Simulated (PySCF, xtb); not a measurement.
C2H7N, SMILES CNC.

GFN2-xTB run with xtb at its own geometry gives an orbital gap of 11.21 eV and a dipole moment of 1.18 D.

Coordinates come from a B3LYP-D3(BJ)/def2-TZVP optimisation.

Q: What does r2SCAN/def2-TZVPD run with PySCF give? (The exact figures need the calculation; the answer reports its results.)

A: gap 5.81 eV (levels -5.24 and 0.57 eV), dipole 0.94 D.
